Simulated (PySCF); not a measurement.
Match the calculated data to a structure.

All candidates are C5H8O.

| technique | computed result |
| --- | --- |
| 1H NMR | chemical shifts (computed TMS as zero) by class: 6.87 (1 H), 6.37 (1 H), 5.42 (1 H), 5.27 (1 H), 5.05 (1 H), 3.73 (3 H) ppm [GIAO PBE0/pcSseg-1] |
| Rotational structure | rotational constants A, B, C: 12.863, 1.612, 1.446 GHz [GFN2-xTB] |
| Dipole | 1.24 D [PBE0/pcSseg-1] |
| 13C NMR | chemical shifts (computed TMS as zero) by class: 160.6 (1 C), 141.3 (1 C), 117.1 (1 C), 110.2 (1 C), 56.0 (1 C) ppm [GIAO PBE0/pcSseg-1] |
| NMR, other nuclei | isotropic shieldings of nuclei other than C and H, by class: 220 (1 O) ppm [GIAO PBE0/pcSseg-1] |

The electronic properties come from PySCF, for the isolated species, density fitting. Levels stand in brackets. The structure is a single GFN2-xTB conformer in the gas phase; no vibrational or solvent corrections. NMR classes are plain means over equivalent atoms (diastereotopic ones count apart unless rotation or inversion swaps them), as if these changed places fast.

Task: Which candidate is it?
A. `OCCC1=CC1`
B. `C=C/C=C/OC`
C. `C=C(C=O)CC`
D. `C[C@@H]1C=CCO1`

Result: B. It is `C=C/C=C/OC`. Numbering: `[CH2:1]=[CH:2]/[CH:3]=[CH:4]/[O:5][CH3:6]`. Its formula, C5H8O, gives 2 degrees of unsaturation: 0 rings and 2 π bonds in the structure found. 5 carbons fall into 5 classes; from least to most shielded: vinylic carbon bearing oxygen [C4] (160.6 ppm), alkene CH carbon [C2] (141.3 ppm), terminal =CH2 carbon [C1] (117.1 ppm), alkene CH carbon [C3] (110.2 ppm), methoxy carbon [C6] (56.0 ppm). Hydrogen classes from least to most shielded: 1 H on a vinylic carbon bearing oxygen, C4 (6.87 ppm), 1 H on an alkene CH carbon, C2 (6.37 ppm), 1 H on an alkene CH carbon, C3 (5.42 ppm), 1 H on a terminal =CH2 carbon, C1 (5.27 ppm), 1 H on a terminal =CH2 carbon, C1 (5.05 ppm), 3 H on a methoxy carbon, C6 (3.73 ppm, a mean of values up to 0.5 ppm apart in this geometry). The other shieldings belong to: 220 ppm, ether oxygen [O5]. The optimised geometry has point group Cs and is an asymmetric top.

The others, at the same levels:
- `C=C(C=O)CC` fails: its computed 13C shifts are 198.0 (1 C), 161.3 (1 C), 140.7 (1 C), 28.1 (1 C), 18.1 (1 C) ppm, 1H shifts are 9.77 (1 H), 6.64 (1 H), 6.08 (1 H), 2.38 (2 H), 1.07 (3 H) ppm and rotational constant A is 4.188 GHz (against 12.863 GHz).
- `C[C@@H]1C=CCO1` fails: its computed 13C shifts are 140.0 (1 C), 133.5 (1 C), 88.7 (1 C), 80.9 (1 C), 24.9 (1 C) ppm, 1H shifts are 5.99 (1 H), 5.93 (1 H), 5.25 (1 H), 5.08 (1 H), 5.05 (1 H), 1.17 (3 H) ppm and rotational constant A is 6.584 GHz (against 12.863 GHz).
- `OCCC1=CC1` fails: its computed 13C shifts are 127.8 (1 C), 113.9 (1 C), 62.0 (1 C), 35.2 (1 C), 6.5 (1 C) ppm, 1H shifts are 7.03 (1 H), 4.11 (2 H), 2.89 (2 H), 0.98 (2 H), 0.43 (1 H) ppm and rotational constant A is 7.238 GHz (against 12.863 GHz).

Each candidate is one conformer, not necessarily the lowest. Dipoles, sizes and rotational constants follow the conformer. The torsions of the flexible species, by atom-mapped SMILES:
- `[CH2:1]=[CH:2]/[CH:3]=[CH:4]/[O:5][CH3:6]`: C1–C2–C3–C4 180°, C3–C4–O5–C6 0°
- `[CH2:1]=[C:2]([CH:3]=[O:4])[CH2:5][CH3:6]`: C1–C2–C3–O4 -179°, C1–C2–C5–C6 -101°
- `[OH:1][CH2:2][CH2:3][C:4]1=[CH:5][CH2:6]1`: O1–C2–C3–C4 -68°, C2–C3–C4–C5 110°, H–O1–C2–C3 55°
